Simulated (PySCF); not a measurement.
Compound: isopropyl formate, C₄H₈O₂.
SMILES with atom numbers: `[CH3:1][CH:2]([CH3:3])[O:4][CH:5]=[O:6]` (hydrogens: H7, H8, H9 on C1; H10 on C2; H11, H12, H13 on C3; H14 on C5)

The same species was optimised twice, with GFN2-xTB and with PBE0-D3(BJ)/def2-SVP (PySCF), and the same property calculations (PySCF, gas phase) were run on both structures.

```tsv
coordinate	GFN2-xTB	PBE0-D3(BJ)/def2-SVP	change
O4–C5 (Å)	1.315	1.328	+0.013
C2–C3 (Å)	1.521	1.512	-0.009
C1–C2 (Å)	1.524	1.516	-0.008
C5=O6 (Å)	1.196	1.199	+0.003
C2–O4 (Å)	1.444	1.443	-0.001
C1–C2–C3 (°)	112.4	113.8	+1.4
O4–C5–O6 (°)	127.4	126.3	-1.1
C3–C2–O4 (°)	107.0	106.3	-0.7
C2–O4–C5 (°)	117.5	117.5	0.0
C1–C2–O4 (°)	109.5	109.5	0.0
C1–C2–O4–C5 (°)	-83	-84	-1
C2–O4–C5–O6 (°)	0	0	0
```

Rotational constants: A = 6519, B = 2510, C = 2106 MHz (GFN2-xTB) against A = 6448, B = 2526, C = 2118 MHz (PBE0-D3(BJ)/def2-SVP). Point groups within 0.08 Å: C1 and C1.

On the GFN2-xTB structure: lowest singlet, TDDFT (eV) 6.00 [wB97X-D/def2-SVPD]; lowest triplet, Tamm–Dancoff (eV) 5.49 [wB97X-D/def2-SVPD]; isotropic polarisability (au) 56.4 [wB97X-D/def2-SVPD]; HOMO (eV) -10.20 [wB97X-D/def2-SVPD]; LUMO (eV) 2.02 [wB97X-D/def2-SVPD]; dipole (D) 2.31 [wB97X-D/def2-SVPD]; HOMO (eV) -8.13 [PBE0/pcSseg-1]; LUMO (eV) 0.34 [PBE0/pcSseg-1]; dipole (D) 2.21 [PBE0/pcSseg-1]; GIAO shielding of C1/C3 (mean) (ppm) 163.4 [PBE0/pcSseg-1]; GIAO shielding of C2 (ppm) 117.3 [PBE0/pcSseg-1]; GIAO shielding of O4 (ppm) 91.5 [PBE0/pcSseg-1]; GIAO shielding of C5 (ppm) 21.7 [PBE0/pcSseg-1]; GIAO shielding of O6 (ppm) -104.0 [PBE0/pcSseg-1].

Question: What do these properties become on the PBE0-D3(BJ)/def2-SVP structure?

Answer: 
```
                                    property              level  on GFN2-xTB  on PBE0-D3(BJ)/def2-SVP  change
                  lowest singlet, TDDFT (eV)  wB97X-D/def2-SVPD         6.00                     5.94   -0.06
           lowest triplet, Tamm–Dancoff (eV)  wB97X-D/def2-SVPD         5.49                     5.44   -0.05
               isotropic polarisability (au)  wB97X-D/def2-SVPD         56.4                     57.1    +0.7
                                   HOMO (eV)  wB97X-D/def2-SVPD       -10.20                   -10.23   -0.03
                                   LUMO (eV)  wB97X-D/def2-SVPD         2.02                     1.94   -0.08
                                  dipole (D)  wB97X-D/def2-SVPD         2.31                     2.19   -0.12
energy, GFN2-xTB geometry as zero (kcal/mol)  wB97X-D/def2-SVPD          0.0                     -0.5    -0.5
                                   HOMO (eV)      PBE0/pcSseg-1        -8.13                    -8.16   -0.03
                                   LUMO (eV)      PBE0/pcSseg-1         0.34                     0.25   -0.09
                                  dipole (D)      PBE0/pcSseg-1         2.21                     2.09   -0.12
energy, GFN2-xTB geometry as zero (kcal/mol)      PBE0/pcSseg-1          0.0                     -0.4    -0.4
        GIAO shielding of C1/C3 (mean) (ppm)      PBE0/pcSseg-1        163.4                    161.9    -1.5
                  GIAO shielding of C2 (ppm)      PBE0/pcSseg-1        117.3                    118.1    +0.8
                  GIAO shielding of O4 (ppm)      PBE0/pcSseg-1         91.5                     84.4    -7.1
                  GIAO shielding of C5 (ppm)      PBE0/pcSseg-1         21.7                     20.3    -1.4
                  GIAO shielding of O6 (ppm)      PBE0/pcSseg-1       -104.0                   -110.7    -6.7
```

The heavy atoms differ by 0.014 Å rms after alignment. Among bonds between heavy atoms O4–C5 changes most (+0.013 Å). Changes are differences of the printed values. Neither structure is proved a minimum here.

Conformer computed: `[CH3:1][CH:2]([CH3:3])[O:4][CH:5]=[O:6]`: C1–C2–O4–C5 -84°, C2–O4–C5–O6 0°.

wB97X-D is run here without its empirical dispersion term; that term would change no orbital, density or response property at a fixed geometry.
